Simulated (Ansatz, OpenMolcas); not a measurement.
# BF (SMILES [B]F): the energy, rung by rung

BF: 2 atoms, total charge 0, spin state singlet. SMILES: `[B]F`. Geometry: relaxed at GFN2-xTB.

```jsonl
{"atom": "B", "x (Å)": "0.0000", "y (Å)": "0.0000", "z (Å)": "0.0000"}
{"atom": "F", "x (Å)": "0.0000", "y (Å)": "0.0000", "z (Å)": "1.2444"}
```

Quantity: the energy change with the B1–F2 bond stretched from 1.244 to 1.556 Å, in eV. The values are calculated.

| level | kind | program | value (eV) | CPU time (all runs) |
| --- | --- | --- | --- | --- |
| PBE/STO-3G (restricted) | GGA | OpenMolcas | 1.16 | 5.5 s |
| r2SCAN/STO-3G (restricted) | meta-GGA | OpenMolcas | 1.37 | 6.3 s |
| B3LYP/STO-3G (restricted) | global hybrid | OpenMolcas | 1.40 | 5.4 s |
| wB97X/STO-3G (restricted) | range-separated hybrid | Ansatz | 1.50 | 4.3 s |
| B2PLYP/STO-3G (restricted) | double hybrid | Ansatz | 1.52 | 1.4 s |
| MP2/STO-3G (restricted) | perturbation theory | OpenMolcas | 1.81 | 3.3 s |
| CASPT2(2,2)/STO-3G | multireference | OpenMolcas | 1.75 | 3.3 s |
| BCCD(T)/STO-3G (restricted) | coupled cluster or CI | Ansatz | 1.50 | 0.45 s |
| CCSD/STO-3G (restricted) | coupled cluster or CI | Ansatz | ? | 0.3 s |
| CCSDT/STO-3G (restricted) | coupled cluster or CI | Ansatz | ? | 0.58 s |

**Question.** Estimate what the levels marked ? give.

**Answer.** As computed at these levels: CCSD/STO-3G (restricted): 1.61 eV; CCSDT/STO-3G (restricted): 1.51 eV. The first shape isn't each level's own minimum. The values span 1.16 to 1.81 eV. All rows use very small basis sets, so even the best lies far from the true value. Times are those of the runs behind each value, whatever else they computed, on shared processors of several kinds: orders of magnitude only.
